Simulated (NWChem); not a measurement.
# doublet CH5FSi− at 4 levels

We compute a comparison of 4 runs (UHF/STO-3G, UHF/3-21G, UB3LYP/6-31G*) of doublet CH5FSi−. 

Program for the calculation: NWChem 7.3.0.

20 further runs of the same task are left out: 20 set aside as unsound or not needed.

### 1 The structure to begin with

The species is CH5FSi− (8 atoms), meant as a doublet with charge -1. As SMILES of the parent species, `C[SiH2]F`. The coordinates come from a PBE0-D4/def2-TZVP relaxation. That shape belongs to the parent species and isn't relaxed for this state.

Bond lengths: C1–Si2 1.853 Å, Si2–F3 1.604 Å, C1–H4 1.092 Å, C1–H5 1.094 Å, C1–H6 1.092 Å, Si2–H7 1.485 Å, Si2–H8 1.485 Å. Some angles: C1–Si2–F3 109.4°, C1–Si2–H7 111.5°, C1–Si2–H8 111.5°, F3–Si2–H7 107.3°, F3–Si2–H8 107.3°, Si2–C1–H4 111.0°, Si2–C1–H5 110.1°, Si2–C1–H6 111.1°, H7–Si2–H8 109.7°, H4–C1–H5 108.1°.

### 2 A single-point energy at UHF/STO-3G (run 1)

job.xyz reads:

```xyz
8
CH5FSi hf
C     -0.521400     0.700300    -0.437000
Si     0.448400    -0.642000     0.395200
F      1.946500    -0.649600    -0.178800
H     -0.562400     0.542500    -1.517100
H     -1.546700     0.713200    -0.056500
H     -0.077200     1.680300    -0.248400
H      0.538700    -0.420800     1.860700
H     -0.133700    -1.981200     0.126000
```

run.py reads:

```python
from ase.io import read
from ase.calculators.nwchem import NWChem

system = read('job.xyz')

calc = NWChem(
    label='job',
    theory='scf',
    memory='2200 mb',
    basis='STO-3G',
    basispar='spherical bse',
    charge=-1,
    scf={'nopen': '1', 'uhf': None, 'thresh': '1e-08', 'maxiter': '80'},
    task='energy',
)
system.calc = calc

print(f"energy = {system.get_potential_energy():.6f} eV")
```

Run with:

```bash
$ export ASE_NWCHEM_COMMAND="nwchem PREFIX.nwi > PREFIX.nwo"
$ python run.py
```

The program printed:

```text
energy = -11524.314164 eV
```

The calculator wrote job.nwi:

```
title "job"

permanent_dir job

scratch_dir job

start job

geometry units angstrom nocenter noautosym noautoz
  C  -5.2139999999999997e-01 7.0030000000000003e-01 -4.3700000000000000e-01
  Si 4.4840000000000002e-01 -6.4200000000000002e-01 3.9520000000000000e-01
  F  1.9464999999999999e+00 -6.4959999999999996e-01 -1.7879999999999999e-01
  H  -5.6240000000000001e-01 5.4249999999999998e-01 -1.5170999999999999e+00
  H  -1.5467000000000000e+00 7.1319999999999995e-01 -5.6500000000000002e-02
  H  -7.7200000000000005e-02 1.6802999999999999e+00 -2.4840000000000001e-01
  H  5.3869999999999996e-01 -4.2080000000000001e-01 1.8607000000000000e+00
  H  -1.3370000000000001e-01 -1.9812000000000001e+00 1.2600000000000000e-01
end

charge -1

memory 2200 mb

basis spherical bse noprint
   * library STO-3G
end

scf
  nopen 1
  uhf
  thresh 1e-08
  maxiter 80
end

task scf energy
```

job.nwo, cut to the lines that bear on the results:

```text
[...]
      One electron energy =   -831.901830268590
[... 1 line left out ...]
 Nuclear repulsion energy =    115.959123818241
[... 36 lines left out ...]
          Final beta eigenvalues
[... 172 lines left out ...]
                     UHF Final Beta Molecular Orbital Analysis
[...]
```

Wall time 3.9 s (1 thread of AMD EPYC 9R14 (Zen 4), shared host); peak memory 0.1 GiB.

### 3 A single-point energy at UHF/3-21G (run 2)

ch5fsi.nw reads:

```
start ch5fsi
memory stack 880 mb heap 220 mb global 1100 mb
charge -1

geometry units angstrom noautosym nocenter noautoz
  C       -0.521400       0.700300      -0.437000
  Si       0.448400      -0.642000       0.395200
  F        1.946500      -0.649600      -0.178800
  H       -0.562400       0.542500      -1.517100
  H       -1.546700       0.713200      -0.056500
  H       -0.077200       1.680300      -0.248400
  H        0.538700      -0.420800       1.860700
  H       -0.133700      -1.981200       0.126000
end

basis "ao basis" spherical bse
  * library 3-21G
end

scf
  doublet
  uhf
  thresh 1e-08
  maxiter 80
end

task scf
```

Run with:

```bash
$ nwchem ch5fsi.nw > ch5fsi.out
```

The program printed:

```text
[...]
  functions       =    41
[...]
  wavefunction    = UHF
[...]
         Total SCF energy =   -426.755623181361
      One electron energy =   -830.347002171744
      Two electron energy =    287.632255172142
 Nuclear repulsion energy =    115.959123818242
                       Sz =      0.5000
                 Sz(Sz+1) =      0.7500
                      S^2 =      0.7568
[...]
```

It took 2.1 s on 1 thread of AMD EPYC 9R14 (Zen 4), shared host; peak memory 0.1 GiB.

### 4 A single-point energy at UB3LYP/6-31G(d) (spherical functions) (run 3)

ch5fsi.nw reads:

```
start ch5fsi
title "CH5FSi B3LYP"
memory stack 880 mb heap 220 mb global 1100 mb
charge -1

geometry units angstrom noautosym nocenter noautoz
   C     -0.521400     0.700300    -0.437000
   Si     0.448400    -0.642000     0.395200
   F      1.946500    -0.649600    -0.178800
   H     -0.562400     0.542500    -1.517100
   H     -1.546700     0.713200    -0.056500
   H     -0.077200     1.680300    -0.248400
   H      0.538700    -0.420800     1.860700
   H     -0.133700    -1.981200     0.126000
end

basis spherical bse
   C library 6-31G*
   Si library 6-31G*
   F library 6-31G*
   H library 6-31G*
end

dft
   xc b3lyp
   mult 2
   grid xfine
   convergence energy 1e-08
   maxiter 100
   mulliken
end

task dft energy
```

Run with:

```bash
$ nwchem ch5fsi.nw > ch5fsi.out
```

The program printed:

```text
[...]
          Wavefunction type:  spin polarized.
          No. of atoms     :     8
          No. of electrons :    35
[...]
          Charge           :    -1
          Spin multiplicity:     2
[...]
          AO basis - number of functions:    56
[...]
              XC Information
              --------------
                         B3LYP Method XC Potential
                     Hartree-Fock (Exact) Exchange  0.200
                        Slater Exchange Functional  0.800 local
                    Becke 1988 Exchange Functional  0.720 non-local
              Lee-Yang-Parr Correlation Functional  0.810
                  VWN I RPA Correlation Functional  0.190 local
[...]
 d= 0,ls=0.0,diis     1   -430.3029509361 -5.46D+02  3.66D-02  1.73D-01     2.4
[...]
 d= 0,ls=0.0,diis    12   -430.4029489434 -1.59D-09  3.71D-06  4.19D-10    25.5
[...]
         Total DFT energy =     -430.402948943415
      One electron energy =     -833.318582848148
           Coulomb energy =      325.975167659896
    Exchange-Corr. energy =      -39.018657573405
 Nuclear repulsion energy =      115.959123818242
[...]
      Total Density - Mulliken Population Analysis
     ---------------------------------------------
    Atom       Charge   Shell Charges
 -----------   ------   -------------------------------------------------------
    1 C    6     6.57   2.00  0.67  2.12  0.64  1.12  0.03
    2 Si  14    14.11   2.00  2.00  5.96  0.86  1.63  0.19  1.19  0.28
    3 F    9     9.38   2.00  0.93  3.31  0.98  2.15  0.01
    4 H    1     0.90   0.53  0.38
    5 H    1     0.86   0.52  0.34
    6 H    1     0.90   0.53  0.38
    7 H    1     1.14   0.51  0.63
    8 H    1     1.14   0.51  0.63
[...]
      <S2> =      0.7512 (Exact =     0.7500)
[...]
```

It took 26 s on 1 thread of AMD EPYC 9R14 (Zen 4), shared host; peak memory 0.14 GiB.

### 5 The energy at UB3LYP/6-31G(d) (Cartesian functions) (run 4)

ch5fsi.nw reads:

```
start ch5fsi
title "CH5FSi"
memory 2200 mb
charge -1

geometry noautosym nocenter noautoz
   C       -0.521400       0.700300      -0.437000
   Si       0.448400      -0.642000       0.395200
   F        1.946500      -0.649600      -0.178800
   H       -0.562400       0.542500      -1.517100
   H       -1.546700       0.713200      -0.056500
   H       -0.077200       1.680300      -0.248400
   H        0.538700      -0.420800       1.860700
   H       -0.133700      -1.981200       0.126000
end

basis "ao basis"
   * library 6-31G*
end

dft
   xc b3lyp
   mult 2
   grid xfine
   convergence energy 1e-08
   iterations 100
   mulliken
end

task dft energy
```

Run with:

```bash
$ nwchem ch5fsi.nw > ch5fsi.out
```

The program printed:

```text
[...]
          Wavefunction type:  spin polarized.
          No. of atoms     :     8
          No. of electrons :    35
[...]
          Charge           :    -1
          Spin multiplicity:     2
[...]
          AO basis - number of functions:    59
[...]
              XC Information
              --------------
                         B3LYP Method XC Potential
                     Hartree-Fock (Exact) Exchange  0.200
                        Slater Exchange Functional  0.800 local
                    Becke 1988 Exchange Functional  0.720 non-local
              Lee-Yang-Parr Correlation Functional  0.810
                  VWN I RPA Correlation Functional  0.190 local
[...]
 d= 0,ls=0.0,diis     1   -430.3059155856 -5.46D+02  3.42D-02  1.94D-01     2.5
[...]
 d= 0,ls=0.0,diis    12   -430.4086131924 -1.46D-09  2.47D-06  5.78D-10    27.4
[...]
         Total DFT energy =     -430.408613192412
      One electron energy =     -833.255548683341
           Coulomb energy =      325.878814643648
    Exchange-Corr. energy =      -38.991002970961
 Nuclear repulsion energy =      115.959123818242
[...]
      Total Density - Mulliken Population Analysis
     ---------------------------------------------
    Atom       Charge   Shell Charges
 -----------   ------   -------------------------------------------------------
    1 C    6     6.57   1.99  0.68  2.12  0.64  1.11  0.03
    2 Si  14    14.16   2.00  1.99  5.96  0.94  1.64  0.21  1.21  0.21
    3 F    9     9.34   1.99  0.94  3.31  0.87  2.14  0.08
    4 H    1     0.90   0.53  0.38
    5 H    1     0.86   0.52  0.34
    6 H    1     0.90   0.53  0.38
    7 H    1     1.13   0.51  0.62
    8 H    1     1.13   0.51  0.62
[...]
      <S2> =      0.7513 (Exact =     0.7500)
[...]
```

Wall time 28 s (1 thread of AMD EPYC 9R14 (Zen 4), shared host); peak memory 0.14 GiB.

### 6 The series

```csv
run,level,iteration cap,module,energy (Eh),HOMO energy (eV),LUMO energy (eV),⟨S²⟩,wall time
1,UHF/STO-3G,80,scf,-423.510738,12.17,21.74,0.777,3.9 s
2,UHF/3-21G,80,scf,-426.755623,4.12,11.29,0.757,2.1 s
3,UB3LYP/6-31G* (spherical functions),100,dft,-430.402949,5.03,6.92,0.751,26 s
4,UB3LYP/6-31G* (Cartesian functions),100,dft,-430.408613,4.97,6.88,0.751,28 s
```

### 7 Summary of results

| quantity | value |
| --- | --- |
| run 4: total energy | -430.40861 Eh |
| run 4: HOMO energy (highest over α and β) | 4.97 eV |
| run 4: LUMO energy (lowest over α and β) | 6.88 eV |
| run 4: ⟨S²⟩ | 0.751 |

**Reading.** In runs 1, 2, 3, 4 the HOMO lies above zero, so the outermost electron may be held by the basis alone. In run 1 the basis is minimal, so the values are rough. All runs together took 60 s, the longest 28 s.
